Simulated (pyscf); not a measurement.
Thermochemistry of product channels of H₂C=C=C•–CH₃ (SMILES C=C=[C]C) on the doublet surface, in eV, from ωB97M-D3(BJ)/def2-TZVP energies (ideal gas, 1 atm, RRHO with modes under 100 cm⁻¹ raised to 100, one conformer, R ln 2 for chiral ones without a mode under 150 cm⁻¹). Optimised with ωB97X-D3(BJ)/def2-SVP in PySCF.

```json
[
 {"products": "•HC=C=C=CH₂ (SMILES [CH]=C=C=C) + H₂ (SMILES [H][H])", "ΔE": "+2.31", "ΔH(298 K)": "+2.00", "ΔG(900 K)": "+0.96", "ΔG(1200 K)": "+0.58"},
 {"products": "[HC≡C–C=CH₂]• (SMILES C#C[C]=C) + H₂ (SMILES [H][H])", "ΔE": "+2.31", "ΔH(298 K)": "+2.00", "ΔG(900 K)": "+0.96", "ΔG(1200 K)": "+0.58"}
]
```

These are energies of the channels, which say nothing of barriers.
